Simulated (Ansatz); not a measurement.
**Bend profile**

MgH2SO (SMILES [OH][Mg][SH]), singlet, at its PBE0-D4/def2-TZVP minimum:

O1  (-1.217, -1.289, 0.407)
Mg2  (-0.201, 0.032, -0.151)
S3  (1.077, 1.794, -0.841)
H4  (-1.667, -2.115, 0.510)
H5  (2.058, 1.505, 0.033)
(Å)

The angle Mg2–S3–H5 (92.7° at the minimum) is set to the values below, Mg2, with anything bonded beyond it, turning rigidly in the plane of the angle. Each method's energies count from its own value at the PBE0-D4 minimum structure. Program: Ansatz 0.2.0. Basis: def2-TZVPP. Cores are frozen in the correlated methods. The outer core shell of Li, Na, Mg and K is correlated. The def2 sets are not built for correlating such inner shells, so the correlated values are less sure here.

CCSD(T) energies along the scan:
```csv
angle (°),CCSD(T) (kJ/mol)
68.7,14.4
74.7,7.6
80.7,3.2
86.7,0.7
92.7,0.0
98.7,1.0
104.7,3.7
110.7,8.1
116.7,13.9
```
They count from the CCSD(T) energy at the PBE0-D4 minimum.

Minimum and curvature along this coordinate at CCSD(T): A fifth-order fit through the nearest points gives 92.2°, with a curvature of about 0.49 meV/deg².

Largest difference from the CCSD(T) curve over the scan: PBE-D4 1.2; PBE0-D4 1.9; wB97M-V 1.3 kJ/mol. Each curve counts from its own value at the minimum.

The T1 diagnostic stays at or below 0.011.

For scale, one of the runs: CCSD(T)/def2-TZVPP, 133 basis functions (an equivalent command: `ansatz run in.yaml --threads 2`). Hardware: 2 CPU threads, shared host. Wall time 9.5 s; peak host memory 0.75 GiB.
